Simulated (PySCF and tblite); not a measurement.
The numbers below are computed, except where a source is named.
# Barrier and rate of a rotation

System: C₅H₈O, numbered as in [CH2:1]=[C:2]([CH3:3])[C:4]([CH3:5])=[O:6].

Motion: rotation about the C2–C4 bond (torsion C1–C2–C4–C5 from 180° to 360°, rising). Level: PBE0/pcSseg-1 + D3(BJ) on PBE0-D3(BJ)/def2-SVP stationary points, with GFN2-xTB thermal terms. Rate constants are transition-state-theory values, counting equivalent paths, without tunnelling. Programs: tblite and PySCF.

```
 point  symmetry  E(GFN2) kcal/mol  E(DFT) kcal/mol  ZPE change kcal/mol  lowest mode cm⁻¹  dipole D
 start        Cs               0.0              0.0                 0.00                27      3.06
saddle        C1               2.4              4.3                -0.47               57i      2.90
   end        Cs               0.2             -1.8                -0.11                23      2.81
```

```
Electronic barrier                                      : 4.3 kcal/mol
Barrier with zero-point energy                          : 3.8 kcal/mol
ΔH‡ (298 K)                                             : 3.5 kcal/mol
ΔS‡ (298 K, symmetry apart)                             : -1.7 cal/(mol K)
Paths                                                   : 2 equivalent paths
End point                                               : a different minimum
Mean lifetime of the start against this motion at 298 K : 73 ps
Cost                                                    : 3 min on 1 thread of Intel Xeon 6975P-C, shared host (rough), peak memory 0.73 GiB, launched as `OMP_NUM_THREADS=1 python ens_run.py task.json out`
```

```csv
T/K,ΔG‡ kcal/mol,k s⁻¹,ΔG kcal/mol,k back s⁻¹
150,3.9,1.3×10⁷,-2.0,1.6×10⁴
200,3.9,4.2×10⁸,-2.0,2.6×10⁶
250,4.0,3.5×10⁹,-2.1,5.5×10⁷
298,4.0,1.4×10¹⁰,-2.1,4×10⁸
350,4.1,4×10¹⁰,-2.1,1.9×10⁹
400,4.2,8.6×10¹⁰,-2.1,5.8×10⁹
500,4.4,2.6×10¹¹,-2.2,2.8×10¹⁰
```

ΔG and ΔG‡ leave out symmetry numbers and mirror images; rates count paths: 2 out, 2 back.
